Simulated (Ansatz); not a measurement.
A calculation with Ansatz (development build ahead of 0.2.0).

```yaml
crystal:
  periodic: [false, false, false]
  atoms:
    - { symbol: P, position_ang: [0.0, 0.0, 0.0] }
    - { symbol: H, position_ang: [1.94977, 0.0, 0.0] }
    - { symbol: H, position_ang: [-1.94977, 0.0, 0.0] }
basis:
  gaussian: { orbitals: "6-31G" }
magnetization:
  initial_magnetization: 1
hamiltonian:
  xc: hf
correlation:
  method: fci
  frozen_orbitals: { H: 0, P: 5 }
```

The input is written out in the form of the current development build from the run's settings.

Results

```json
{
  "Converged": "yes",
  "Total energy": "-341.74820 hartree",
  "State": "lowest doublet root, of any spatial symmetry"
}
```
